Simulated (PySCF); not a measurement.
disilane cation (H6Si2), SMILES [SiH3][SiH3] (connectivity only; charge and spin as stated), charge +1, multiplicity 2.

Geometry optimised at B3LYP-D3(BJ)/def2-TZVP. The spin state was assumed, not searched.

Two levels are set side by side: PBE/def2-TZVPD (PySCF) and B3LYP/def2-TZVPD (PySCF). Same geometry, gas phase. Differences are taken from unrounded values.

```csv
quantity,B3LYP,PBE,PBE minus B3LYP
α-spin orbital gap (eV),6.76,5.29,-1.47
β-spin orbital gap (eV),4.85,3.10,-1.75
mean polarisability (bohr³),55.8,57.1,1.3
```

Rough cost on one machine, each run with all the roots and properties that it gave: B3LYP against PBE within a factor of 2.
